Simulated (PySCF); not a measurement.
Bonds (- single, = double, # triple, : aromatic): S1-C2 1.756 Å, C2:C3 1.362 Å, C3:C4 1.413 Å, C4:C5 1.355 Å, C5:S6 1.723 Å, S6:C2 1.736 Å. S1 carries H7; C3 carries H8; C4 carries H9; C5 carries H10.

Geometry: GFN2-xTB; GIAO absolute shieldings from PySCF 2.14, gas phase, non-relativistic, averaged over equivalent atoms.

At wB97X/def2-SVP (112 basis functions, 9.6 s wall time on 1 thread of an Intel Xeon Platinum 8488C, shared host):
```json
{"atoms": "S6", "σ (ppm)": "343.4"}
{"atoms": "S1", "σ (ppm)": "603.6"}
{"atoms": "C2", "σ (ppm)": "57.1"}
{"atoms": "C5", "σ (ppm)": "73.7"}
{"atoms": "C4", "σ (ppm)": "74.2"}
{"atoms": "C3", "σ (ppm)": "80.4"}
{"atoms": "H9", "σ (ppm)": "25.16"}
{"atoms": "H10", "σ (ppm)": "25.35"}
{"atoms": "H8", "σ (ppm)": "25.38"}
{"atoms": "H7", "σ (ppm)": "28.79"}
```

**Question.** What do these become at PBE0/aug-cc-pVDZ?

**Answer.** 
```
atoms  σ at PBE0/aug-cc-pVDZ  change
   S6                  328.1   -15.3
   S1                  593.9    -9.7
   C2                   56.9    -0.2
   C5                   73.8    +0.1
   C4                   73.2    -1.0
   C3                   78.1    -2.3
   H9                  24.76   -0.40
  H10                  24.82   -0.53
   H8                  24.95   -0.43
   H7                  27.85   -0.94
```

The largest change is at S6 (aromatic ring sulfur). Cost: 182 basis functions, 22 s wall time on 1 thread of an Intel Xeon Platinum 8488C, shared host. The order of the carbon signals changes between the two levels.
